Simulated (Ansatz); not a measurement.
C5H6 can be A, `C1=C[C@H]2C[C@@H]12`, or B, `C=CC1=CC1`.

Program: Ansatz. Geometries: PBE0-D4/def2-TZVP. ΔE: electronic, gas phase. CCSD(T)/CBS is the MP2 limit (def2-TZVPP, def2-QZVPP) plus CCSD(T) − MP2 in def2-TZVPP, frozen cores. Functionals use def2-TZVPP. B3LYP here is the variant with VWN-RPA as its local correlation; programs differ in this. One conformer a species, not always the lowest.

Task: Which is lower in electronic energy at CCSD(T)/CBS, and by how much? (Best estimate.)

Result: The calculation gave: A, by 7.0 kJ/mol.

Task: Give E(B) − E(A) in kJ/mol with B3LYP-D4, BLYP-D4, MP2/def2-TZVPP, LDA (SPW92), ωB97M-V, r2SCAN-D4, PBE-D4. (Best estimate.)

Result: Ansatz gave: B3LYP-D4 -17.3, BLYP-D4 -27.7, MP2/def2-TZVPP 15.3, LDA (SPW92) 24.9, ωB97M-V 10.1, r2SCAN-D4 -3.5, PBE-D4 1.5. The order is the other way round with B3LYP-D4, BLYP-D4, r2SCAN-D4.

Task: Does the order hold for the free energy at 298.15 K (harmonic terms from PBE0-D4)? (An estimate is asked.)

Result: Computed: No: G(B) − G(A) = -2.2 kJ/mol, for one conformer each.

Largest T1 diagnostic: 0.011.

From PBE to PBE0 (25 % exact exchange), in def2-TZVPP and without D4, E(B) − E(A) moves by +10.6 kJ/mol. In def2-TZVPP, CCSD(T) changes the Hartree–Fock value by +25.7 kJ/mol (the triples alone add +0.5 kJ/mol) and MP2 by +34.0 kJ/mol.
